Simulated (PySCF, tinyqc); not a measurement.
Inside a calculation. Method: RHF in the sto-3g basis, for BH, spin multiplicity 1. The lowest restricted solution is unstable here: a spin-polarised one lies 0.0063 hartree lower (PySCF). One step of it, computed by the program tinyqc.

Question. Iteration 1: building the Fock matrix. J_ij = sum D_kl (ij|kl), K_ij = sum D_kl (ik|jl); F = H + J - 0.5 K; E = tr D H + tr D J / 2 - 0.25 tr D K + E_nn.

D at the start, order 1B 1s, 1B 2s, 1B 2px, 1B 2py, 1B 2pz, 2H 1s:
$$\begin{pmatrix}
2.160911 & -0.601781 & 0.000000 & 0.000000 & -0.023813 & 0.046102 \\
-0.601781 & 2.246006 & 0.000000 & 0.000000 & 0.103670 & -0.153541 \\
0.000000 & 0.000000 & 0.000000 & 0.000000 & 0.000000 & 0.000000 \\
0.000000 & 0.000000 & 0.000000 & 0.000000 & 0.000000 & 0.000000 \\
-0.023813 & 0.103670 & 0.000000 & 0.000000 & 2.119427 & -0.189027 \\
0.046102 & -0.153541 & 0.000000 & 0.000000 & -0.189027 & 0.026164
\end{pmatrix}$$

core Hamiltonian H = T + V (hartree), order 1B 1s, 1B 2s, 1B 2px, 1B 2py, 1B 2pz, 2H 1s:
$$\begin{pmatrix}
-12.664039 & -3.279696 & 0.000000 & 0.000000 & -0.011053 & -0.372774 \\
-3.279696 & -3.752549 & 0.000000 & 0.000000 & -0.107798 & -1.017766 \\
0.000000 & 0.000000 & -2.933832 & 0.000000 & 0.000000 & 0.000000 \\
0.000000 & 0.000000 & 0.000000 & -2.933832 & 0.000000 & 0.000000 \\
-0.011053 & -0.107798 & 0.000000 & 0.000000 & -3.004421 & -1.033307 \\
-0.372774 & -1.017766 & 0.000000 & 0.000000 & -1.033307 & -2.175588
\end{pmatrix}$$

Two-electron integrals (ij|kl) in chemists' order, unique and non-zero (hartree):
```
(11|11) 2.923513   (21|11) 0.518376   (21|21) 0.109262   (22|11) 0.744229
(22|21) 0.193177   (22|22) 0.544804   (31|31) 0.020264   (32|31) 0.029996
(32|32) 0.120346   (33|11) 0.742491   (33|21) 0.193240   (33|22) 0.544682
(33|33) 0.586773   (41|41) 0.020264   (42|41) 0.029996   (42|42) 0.120346
(43|43) 0.031630   (44|11) 0.742491   (44|21) 0.193240   (44|22) 0.544682
(44|33) 0.523513   (44|44) 0.586773   (51|51) 0.020264   (52|51) 0.029996
(52|52) 0.120346   (53|53) 0.031630   (54|54) 0.031630   (55|11) 0.742491
(55|21) 0.193240   (55|22) 0.544682   (55|33) 0.523513   (55|44) 0.523513
(55|55) 0.586773   (61|11) 0.057766   (61|21) 0.012138   (61|22) 0.021556
(61|33) 0.021464   (61|44) 0.021464   (61|51) 0.000844   (61|52) 0.001574
(61|55) 0.021754   (61|61) 0.001388   (62|11) 0.164768   (62|21) 0.043580
(62|22) 0.138717   (62|33) 0.134547   (62|44) 0.134547   (62|51) 0.004732
(62|52) 0.031073   (62|55) 0.146915   (62|61) 0.005164   (62|62) 0.053034
(63|31) 0.003972   (63|32) 0.019476   (63|53) 0.005514   (63|63) 0.005180
(64|41) 0.003972   (64|42) 0.019476   (64|54) 0.005514   (64|64) 0.005180
(65|11) 0.165523   (65|21) 0.044302   (65|22) 0.148655   (65|33) 0.141001
(65|44) 0.141001   (65|51) 0.007982   (65|52) 0.049110   (65|55) 0.163792
(65|61) 0.005449   (65|62) 0.066092   (65|65) 0.085863   (66|11) 0.341664
(66|21) 0.091917   (66|22) 0.332285   (66|33) 0.314151   (66|44) 0.314151
(66|51) 0.010667   (66|52) 0.095969   (66|55) 0.368060   (66|61) 0.010992
(66|62) 0.172321   (66|65) 0.231491   (66|66) 0.774606
```

nuclear repulsion = 1.71476737 hartree

Give: Coulomb J; exchange K; Fock matrix F; total energy of this density.

Answer.

Coulomb J (hartree), order 1B 1s, 1B 2s, 1B 2px, 1B 2py, 1B 2pz, 2H 1s:
$$\begin{pmatrix}
8.8398 & 1.8055 & 0.0000 & 0.0000 & 0.0011 & 0.2018 \\
1.8055 & 3.6656 & 0.0000 & 0.0000 & -0.0019 & 0.8965 \\
0.0000 & 0.0000 & 3.6204 & 0.0000 & 0.0000 & 0.0000 \\
0.0000 & 0.0000 & 0.0000 & 3.6204 & 0.0000 & 0.0000 \\
0.0011 & -0.0019 & 0.0000 & 0.0000 & 3.7435 & 0.9490 \\
0.2018 & 0.8965 & 0.0000 & 0.0000 & 0.9490 & 2.0543
\end{pmatrix}$$

exchange K (hartree), order 1B 1s, 1B 2s, 1B 2px, 1B 2py, 1B 2pz, 2H 1s:
$$\begin{pmatrix}
5.9832 & 1.1011 & 0.0000 & 0.0000 & 0.0001 & 0.1324 \\
1.1011 & 1.4334 & 0.0000 & 0.0000 & 0.0030 & 0.3394 \\
0.0000 & 0.0000 & 0.3375 & 0.0000 & 0.0000 & 0.0000 \\
0.0000 & 0.0000 & 0.0000 & 0.3375 & 0.0000 & 0.0000 \\
0.0001 & 0.0030 & 0.0000 & 0.0000 & 1.4476 & 0.3307 \\
0.1324 & 0.3394 & 0.0000 & 0.0000 & 0.3307 & 0.1922
\end{pmatrix}$$

Fock matrix F (hartree), order 1B 1s, 1B 2s, 1B 2px, 1B 2py, 1B 2pz, 2H 1s:
$$\begin{pmatrix}
-6.8158 & -2.0248 & 0.0000 & 0.0000 & -0.0100 & -0.2372 \\
-2.0248 & -0.8036 & 0.0000 & 0.0000 & -0.1112 & -0.2910 \\
0.0000 & 0.0000 & 0.5178 & 0.0000 & 0.0000 & 0.0000 \\
0.0000 & 0.0000 & 0.0000 & 0.5178 & 0.0000 & 0.0000 \\
-0.0100 & -0.1112 & 0.0000 & 0.0000 & 0.0152 & -0.2497 \\
-0.2372 & -0.2910 & 0.0000 & 0.0000 & -0.2497 & -0.2174
\end{pmatrix}$$

total energy of this density = -24.062605 hartree

This density is the starting one.
